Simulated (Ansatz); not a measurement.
System: BCl₃, charge 0, multiplicity 1. SMILES: B(Cl)(Cl)Cl
Structure (B3LYP-D3(BJ)/def2-TZVP (Ansatz, a first-principles code) minimum search):
```
B
Cl 1 1.7452
Cl 1 1.7452 2 120.00
Cl 1 1.7452 2 120.00 3 -180.00
```
Charge 0, spin multiplicity 1.

Wanted: atomisation energy (electronic, to ground-state atoms); the coupled-cluster value holds the core correlation from cc-pwCVTZ, in kcal/mol. Valence correlation only, unless marked. Open shells are spin-unrestricted. Spin-orbit coupling is left out. Non-relativistic. Basis-set limits of correlation are two-point, X^-3; Hartree-Fock from the larger set.

Level to compare with: CCSD(T)/CBS(cc-pV(T+d)Z,cc-pV(Q+d)Z) plus the core term (Ansatz), 325.4 kcal/mol. It is a level with limits of its own, and the differences hold the functionals' basis error too.

Task: Rank these functionals by how close they come to CCSD(T)/CBS(cc-pV(T+d)Z,cc-pV(Q+d)Z), closest first: BLYP/def2-TZVPD (Ansatz); wB97X-V/def2-TZVPD (Ansatz); r2SCANh/def2-TZVPD (Ansatz).

Result: wB97X-V/def2-TZVPD (range-separated hybrid with VV10, 325.4 kcal/mol, difference 0.0), r2SCANh/def2-TZVPD (hybrid meta-GGA, 329.3 kcal/mol, difference 3.9), BLYP/def2-TZVPD (GGA, 312.2 kcal/mol, difference -13.2)
